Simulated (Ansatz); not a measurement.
## hcp Sc

These are PBEsol in Ansatz (PAW) values and carry that method's errors.

Run with plane-wave cutoff 500 eV, 5×5×5 k mesh, Fermi–Dirac smearing 0.1 eV, cell of 36 sites, scalar-relativistic PAW data made under PBE.

Cell: relaxed at this level.

For hcp Sc, the vacancy formation energy is 2.01 eV and the vacancy formation energy before relaxation is 2.06 eV.

Note: energies are extrapolated to zero smearing, and mesh and cell size move such values by some hundredths of an eV or more.

Computed values are for the static lattice.

Cost on a shared machine: roughly 30 core-minutes.

Ansatz is an electronic-structure program.
